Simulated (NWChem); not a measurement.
System: sulfur dioxide (SO$_{2}$); SMILES O=S=O

NWChem input:

```
start job
memory heap 200 mb stack 900 mb global 1100 mb
geometry units angstroms noautoz
  O      1.250381     0.000000     0.373591
  S      0.000000     0.000000    -0.369092
  O     -1.250381     0.000000     0.373591
end
basis spherical
  * library def2-tzvpd
end
dft
  xc xpbe96 cpbe96
  iterations 150
  mulliken
end
task dft energy
```

All runs use the structure optimised with PBE0/def2-SVP.

### Question
What results follow from this input? (PBE/def2-TZVPD.) Quantities: energy (Ha); highest occupied level (eV); orbital gap (eV); dipole (D).

### Answer
* **energy (Ha)**: -548.41
* **highest occupied level (eV)**: -8.10
* **orbital gap (eV)**: 3.51
* **dipole (D)**: 1.58
